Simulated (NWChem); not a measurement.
# SiCl4; SMILES [Si](Cl)(Cl)(Cl)Cl

Results from NWChem. Pople sets run with spherical d functions. Structure relaxed at the PBE0/def2-SVP level. Total energies compare along this basis series because the functional is fixed.

| level | basis functions | energy (Ha) | highest occupied level (eV) | orbital gap (eV) |
|---|---|---|---|---|
| Hartree-Fock/STO-3G | 45 | -2104.1245 | -12.09 | 16.87 |
| Hartree-Fock/3-21G | 65 | -2116.7287 | -13.69 | 15.53 |
| Hartree-Fock/6-31G* | 90 | -2127.0398 | -13.09 | 16.15 |
| Hartree-Fock/6-31+G* | 110 | -2127.0416 | -13.07 | 14.33 |
| Hartree-Fock/6-311G** | 130 | -2127.1611 | -13.15 | 15.83 |
| Hartree-Fock/6-311++G** | 150 | -2127.1704 | -13.06 | 14.35 |
